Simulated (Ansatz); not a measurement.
Results of LC-ωPBE (plane waves, PAW; Ansatz, an electronic-structure program) for fluorite BaF2.

Total energies, extrapolated to zero smearing (they compare only within this program, potentials and cutoff; free atoms with spin allowed, lowest state found):

```json
[
 {"system": "fluorite BaF2, relaxed", "energy (eV/atom)": "-2524.2132"},
 {"system": "free Ba atom", "energy (eV/atom)": "-5945.0194"},
 {"system": "free F atom", "energy (eV/atom)": "-805.6796"}
]
```

Task: Work out the cohesive energy per atom.

Result: E_coh = [1 × (-5945.0194) + 2 × (-805.6796)]/3 − (-2524.2132) = 5.42 eV/atom. The reference value is 5.36 ± 0.03 eV/atom (worked out here from tabulated enthalpies at 298 K, copied from a table, unchecked, brought to a static lattice with a Debye model, atoms in their spin–orbit ground levels; inputs from the CRC Handbook), a difference of +0.06 eV/atom.

The PAW data were made under PBE.
